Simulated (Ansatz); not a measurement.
**CH3OSi radical: two vibrations frozen in**

A grid of calculations on CH₃OSi, SMILES O=[C][SiH3], spin multiplicity 2, to see where the energy is lowest and how it rises around there.

The runs use Ansatz 0.2.0; UKS PBE0-D4/def2-TZVP.

### 1 The system as given

SMILES `O=[C][SiH3]`, 6 atoms, charge 0, spin multiplicity 2.

Atoms are counted from 1 here; the program's logs count them from 0.

Bond lengths: O1–C2 1.185 Å, C2–Si3 1.947 Å, Si3–H4 1.501 Å, Si3–H5 1.501 Å, Si3–H6 1.514 Å. Angles: O1–C2–Si3 136.4°, C2–Si3–H4 102.6°, C2–Si3–H5 102.5°, C2–Si3–H6 121.1°, H4–Si3–H5 109.9°, H4–Si3–H6 110.0°, H5–Si3–H6 110.0°.

As a file:

```
O     1.06410   -1.78167    1.14162
C     0.72382   -1.18147    0.17778
Si   -0.27275    0.45094   -0.18930
H    -1.38823   -0.03643   -1.06687
H     0.70283    1.25285   -0.99992
H    -0.82977    1.29577    0.93667
```

This geometry comes from a loose relaxation at PBE in a small basis, which is not shown.

### 4 Setting up the map

First coordinate, normal mode 1 (154 cm⁻¹): 11 values from −1.026 amu½·Å. Second coordinate, normal mode 2 (230 cm⁻¹): 11 values from −0.965 amu½·Å.

Nothing else is relaxed (straight displacements along the two mass-weighted modes). Energies count from the relaxed molecule at the same level. Points are written as (first, second).

The patterns, per unit of each coordinate (Å):

```
atom      x1      y1      z1      x2      y2      z2
  O1  -0.090  -0.056  -0.003  -0.075   0.120   0.035
  C2   0.154   0.095   0.005   0.053  -0.078  -0.134
 Si3  -0.005  -0.003   0.000   0.020  -0.033   0.023
  H4  -0.149  -0.257   0.322  -0.086   0.140   0.063
  H5  -0.282  -0.009  -0.336  -0.090   0.137   0.062
  H6   0.168   0.104   0.005   0.187  -0.317   0.286
```

(The set-up runs are not shown.)

### 5 The run at (0.000 amu½·Å, 0.000 amu½·Å)

Contents of input.yaml:

```yaml
crystal:
  periodic: [false, false, false]
  atoms:
    - { symbol: O, position_ang: [1.037354, -1.73912, 1.142537] }
    - { symbol: C, position_ang: [0.71113, -1.161366, 0.179378] }
    - { symbol: Si, position_ang: [-0.269392, 0.4469, -0.204819] }
    - { symbol: H, position_ang: [-1.377711, -0.032187, -1.063083] }
    - { symbol: H, position_ang: [0.69368, 1.246349, -0.997219] }
    - { symbol: H, position_ang: [-0.795071, 1.239424, 0.943196] }
magnetization:
  spin_polarized: true
  initial_magnetization: 1
basis:
  gaussian: { orbitals: def2-TZVP }
hamiltonian:
  xc: pbe0
  dispersion: d4
output:
  forces: true
```

Command:

```
$ ansatz run input.yaml --threads 1 --pin off --max-ram 2560MiB --backend cpu --events-out ev --progress --plain --runs-dir out
```

The session goes on with these runs: the other points that were computed.

Q: Predict the outcome of this session. Wanted: lowest point; highest computed point; dipole moment; largest force on an atom.

**Answer**, as computed:

| quantity | value |
| --- | --- |
| lowest point | (0.000 amu½·Å, 0.000 amu½·Å), 0 meV |
| highest computed point | (−1.026 amu½·Å, −0.965 amu½·Å), 494 meV above the lowest |
| dipole moment (D) | 1.73 at (0.000 amu½·Å, −0.579 amu½·Å) to 2.10 at (−1.026 amu½·Å, 0.965 amu½·Å); 1.79 at the lowest point |
| largest force on an atom (eV/Å) | 0.00 at (0.000 amu½·Å, 0.000 amu½·Å) to 5.45 at (1.026 amu½·Å, −0.965 amu½·Å); 0.00 at the lowest point |
| time for the whole task | 9.3 min on 1 thread, shared host |

In words: The lowest computed point is at (0.000 amu½·Å, 0.000 amu½·Å), which is the relaxed molecule at the same level itself. No other kind of well shows on this grid. The highest computed point, (−1.026 amu½·Å, −0.965 amu½·Å), lies 494 meV above the lowest. Round the minimum the two coordinates are nearly uncoupled.
